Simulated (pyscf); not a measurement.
Single points on ωB97X-D3(BJ)/def2-SVP structures (PySCF, gas phase).

Estimate by transition-state theory the rate constant of H₃Sn–O–SnH₃ + NH₃ → H₂N–SnH₃ + HO–SnH₃ (singlet surface; O–Sn, H–N broken, N–Sn, H–O formed) at 600 K, with ωB97M-D3(BJ)/def2-TZVP energies (ideal gas, 1 atm, RRHO with modes under 100 cm⁻¹ raised to 100, one conformer, R ln 2 for rigid chiral ones; no tunnelling).

The electronic barrier is 14.5 kcal/mol and the thermal terms add +20.8, so ΔG‡ = 35.2 kcal/mol. With k_BT/h = 1.25e+13 s⁻¹ and RT = 1.192 kcal/mol, and a volume of 8.18e-20 cm³ per molecule at 1 atm, k = 1.5e-19 cm³ molecule⁻¹ s⁻¹. Wigner's tunnelling factor for 1002i cm⁻¹ would be 1.24. A shift of 1 kcal/mol in the barrier changes k by a factor 2.3. On the reactant side the descent ends in a complex (not fully relaxed), 8.0 kcal/mol under the separated species and 21.9 kcal/mol under the saddle at ωB97X-D3(BJ)/def2-TZVP. On the product side the descent ends in a bound adduct (not fully relaxed), 9.2 kcal/mol under the separated species and 13.3 kcal/mol under the saddle at ωB97X-D3(BJ)/def2-TZVP. H₃Sn–O–SnH₃ lies 9.1 kcal/mol over its isomer HO–SnH₂–SnH₃, and others may lie lower still (electronic energy, ωB97M-D3(BJ)). One saddle was located; it need not be the lowest between these sides. Elements past Kr carry the def2 core potentials, without spin-orbit coupling.
